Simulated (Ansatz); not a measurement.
Two shapes of doublet CHO.

Shape 1:

```xyz
3

C     0.0278    0.5251   -0.3122
H    -0.0466    1.5053    0.2106
O    -0.0151   -0.5725    0.2627
```

Shape 2:

```xyz
3

C     0.0000    0.5249   -0.3523
H     0.0000    1.6127    0.2127
O     0.0000   -0.5952    0.2377
```

Basis set: def2-TZVP (spherical functions). Correlated methods keep 2 orbitals frozen. Charge 0, multiplicity 2.

Computed with Ansatz (development build ahead of 0.2.0); each method stands on the lowest determinant of its kind that the runs found.

Question: Which shape is lower in energy, and by how much in each method?

Answer:

| method | E(2) − E(1) (eV) |
| --- | --- |
| UHF | 0.425 |
| UHF-MP2 | 0.416 |

Shape 1 is lower.
